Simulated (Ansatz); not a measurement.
Reaction (isomerisation): `C=COC(C)=O` → `C=C(O)CC=O`

Gas-phase electronic energies from Ansatz, PBE0-D4/def2-TZVP geometries. CCSD(T)/CBS adds triple-zeta CCSD(T) − MP2 to the extrapolated MP2 energy (def2 sets, frozen cores). DFT in def2-TZVPP. B3LYP here is the variant with VWN-RPA as its local correlation; programs differ in this. One conformer a species, not always the lowest.

Problem. Is it downhill or uphill in electronic energy at CCSD(T)/CBS, and by how much? (An estimate is asked.)

Solution. The calculation gave: Uphill: ΔE = +11.8 kcal/mol.

Problem. What do these levels give: B2PLYP, r2SCAN, B3LYP, MP2/def2-TZVPP, CCSD(T)/def2-TZVPP, HF/CBS(def2)? (An estimate is asked.)

Solution. The calculation gave: B2PLYP 13.4, r2SCAN 14.4, B3LYP 14.1, MP2/def2-TZVPP 11.5, CCSD(T)/def2-TZVPP 12.1, HF/CBS(def2) 14.3 kcal/mol.

Largest T1 diagnostic among the species: 0.014.

In def2-TZVPP, CCSD(T) changes the Hartree–Fock value by −2.2 kcal/mol (the triples alone add +0.2 kcal/mol) and MP2 by −2.8 kcal/mol.
